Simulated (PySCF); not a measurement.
**UMP2/STO-3G run of BHClO (SMILES O[B]Cl)**

Aim: the vertical ionisation energy of BHClO at UMP2/STO-3G, from 2 runs. The job is set up through a Python script.

The calculation is run with PySCF 2.14.0.

## (1) The system as given

The species is BHClO (4 atoms), meant as a doublet with charge 0. As SMILES, `O[B]Cl`. The coordinates come from a PBE0-D4/def2-TZVP relaxation.

Bond lengths: O1–B2 1.334 Å, B2–Cl3 1.740 Å, O1–H4 0.961 Å. Angles: O1–B2–Cl3 122.2°, B2–O1–H4 113.5°.

## (2) A single-point energy at UMP2/STO-3G

Input file calc.py:

```python
from pyscf import gto, mp

mol = gto.Mole()
mol.atom = '''
O      1.031035     0.361127    -1.113616
B     -0.812393     0.123966     0.590728
Cl    -1.052955    -2.500486     2.556610
H      0.939194     1.901442    -2.072085
'''
mol.verbose = 4
mol.basis = 'sto-3g'
mol.unit = 'bohr'
mol.spin = 1
mol.charge = 0
mol.max_memory = 1860
mol.build()

hf = mol.UHF()
hf.conv_tol = 1e-10
hf.kernel()
if not hf.converged:
    hf = hf.newton().run(hf.mo_coeff, hf.mo_occ)

pt = mp.MP2(hf, frozen=7).run()
energy = pt.e_tot
print('E(%s) = %.9f' % ('MP2', energy))
```

Command:

```
OMP_NUM_THREADS=1 python calc.py
```

The program printed:

```text
PySCF version 2.14.0

[INPUT] num. atoms = 4
[INPUT] num. electrons = 31
[INPUT] charge = 0
[INPUT] spin (= nelec alpha-beta = 2S) = 1
[INPUT] symmetry False subgroup None
[INPUT] Mole.unit = bohr
[INPUT] Symbol           X                Y                Z      unit          X                Y                Z       unit  Magmom
[INPUT]  1 O      0.545600225661   0.191100178648  -0.589300208916 AA    1.031035000000   0.361127000000  -1.113616000000 Bohr   0.0
[INPUT]  2 B     -0.429899861911   0.065599982129   0.312599795452 AA   -0.812393000000   0.123966000000   0.590728000000 Bohr   0.0
[INPUT]  3 Cl    -0.557199790124  -1.323200207425   1.352899749210 AA   -1.052955000000  -2.500486000000   2.556610000000 Bohr   0.0
[INPUT]  4 H      0.497000061433   1.006199774286  -1.096500161089 AA    0.939194000000   1.901442000000  -2.072085000000 Bohr   0.0

nuclear repulsion = 76.6997226590194
number of shells = 12
number of NR pGTOs = 60
number of NR cGTOs = 20
basis = sto-3g
ecp = {}

******** <class 'pyscf.scf.uhf.UHF'> ********
method = UHF
initial guess = minao
damping factor = 0
level_shift factor = 0
DIIS = <class 'pyscf.scf.diis.CDIIS'>
diis_start_cycle = 1
diis_space = 8
diis_damp = 0
SCF conv_tol = 1e-10
SCF conv_tol_grad = None
SCF max_cycles = 50
direct_scf = True
direct_scf_tol = 1e-13
number electrons alpha = 16  beta = 15
Set gradient conv threshold to 1e-05
init E= -553.433993977745
[... the frontier-level lines of each cycle are left out ...]

cycle= 1 E= -553.306167191718  delta_E= 0.128  |g|= 0.302  |ddm|= 1.89
cycle= 2 E= -553.376335805111  delta_E= -0.0702  |g|= 0.117  |ddm|= 0.622
cycle= 3 E= -553.387429338709  delta_E= -0.0111  |g|= 0.0372  |ddm|= 0.184
cycle= 4 E= -553.390023365641  delta_E= -0.00259  |g|= 0.0122  |ddm|= 0.142
cycle= 5 E= -553.390362301833  delta_E= -0.000339  |g|= 0.00532  |ddm|= 0.05
cycle= 6 E= -553.390432189437  delta_E= -6.99e-05  |g|= 0.00181  |ddm|= 0.0237
cycle= 7 E= -553.390441056232  delta_E= -8.87e-06  |g|= 0.000666  |ddm|= 0.00725
cycle= 8 E= -553.390442507867  delta_E= -1.45e-06  |g|= 0.000177  |ddm|= 0.00313
cycle= 9 E= -553.390442608255  delta_E= -1e-07  |g|= 3.54e-05  |ddm|= 0.00091
cycle= 10 E= -553.390442610859  delta_E= -2.6e-09  |g|= 7.27e-06  |ddm|= 0.000136
cycle= 11 E= -553.390442610964  delta_E= -1.04e-10  |g|= 1.48e-06  |ddm|= 3.16e-05
cycle= 12 E= -553.390442610968  delta_E= -3.75e-12  |g|= 5.46e-07  |ddm|= 4.84e-06
Extra cycle  E= -553.390442610968  delta_E= -1.14e-13  |g|= 2.89e-07  |ddm|= 1.06e-06
converged SCF energy = -553.390442610968  <S^2> = 0.75511816  2S+1 = 2.0051116

******** <class 'pyscf.mp.ump2.UMP2'> ********
nocc = (np.int64(9), np.int64(8)), nmo = (13, 13)
frozen orbitals 7
E(UMP2) = -553.466879058281  E_corr = -0.0764364473137589
E(SCS-UMP2) = -553.468650806746  E_corr = -0.0782081957789236
E_corr(same-spin) = -0.0155948549972159
E_corr(oppo-spin) = -0.060841592316543
E(MP2) = -553.466879058
```

Wall time 0.77 s (1 thread of Arm Neoverse V1, shared host); peak memory 0.12 GiB.

## (3) The singlet cation, same level

Input file mol.xyz:

```xyz
4
BClHO
O      0.545600     0.191100    -0.589300
B     -0.429900     0.065600     0.312600
Cl    -0.557200    -1.323200     1.352900
H      0.497000     1.006200    -1.096500
```

Input file input.py:

```python
from pyscf import gto, mp

molecule = gto.M(
    atom='mol.xyz',
    charge=1,
    spin=0,
    verbose=3,
    basis='sto-3g',
    max_memory=1860,
)

calc0 = molecule.RHF()
calc0.conv_tol = 1e-10
calc0.kernel()
if not calc0.converged:
    calc0 = calc0.newton().run(calc0.mo_coeff, calc0.mo_occ)

pt = mp.MP2(calc0, frozen=7).run()
etot = pt.e_tot
print('E = %.10f Eh' % etot)
```

Command:

```
OMP_NUM_THREADS=1 python input.py
```

The program printed:

```text
converged SCF energy = -553.133426236223
E(RMP2) = -553.253307207373  E_corr = -0.11988097114963
E(SCS-RMP2) = -553.253326506573  E_corr = -0.119900270349826
E = -553.2533072074 Eh
```

It took 0.79 s on 1 thread of Arm Neoverse V1, shared host; peak memory 0.12 GiB.

## (4) What came out

Level: UMP2/STO-3G, 7 core orbitals frozen.

```
                                                                 quantity          value
                                              doublet BHClO: total energy  -553.46688 Eh
                      doublet BHClO: dipole moment (Hartree–Fock density)         3.45 D
doublet BHClO: HOMO energy (Hartree–Fock orbitals) (highest over α and β)       -7.67 eV
 doublet BHClO: LUMO energy (Hartree–Fock orbitals) (lowest over α and β)        7.37 eV
               doublet BHClO: correlation energy (7 core orbitals frozen)      -76.4 mEh
                         doublet BHClO: ⟨S²⟩ of the reference determinant          0.755
                                             singlet cation: total energy  -553.25331 Eh
                      singlet cation: HOMO energy (Hartree–Fock orbitals)      -19.12 eV
                      singlet cation: LUMO energy (Hartree–Fock orbitals)       -5.89 eV
                    singlet cation: HOMO–LUMO gap (Hartree–Fock orbitals)       13.23 eV
              singlet cation: correlation energy (7 core orbitals frozen)     -119.9 mEh
                       vertical ionisation energy (to the singlet cation)       5.812 eV
```

The vertical ionisation energy comes to 5.81 eV (134 kcal/mol). Only the singlet of the ionised species was computed; a triplet could lie lower. In a minimal basis such a difference can be off by several eV, whatever the method.
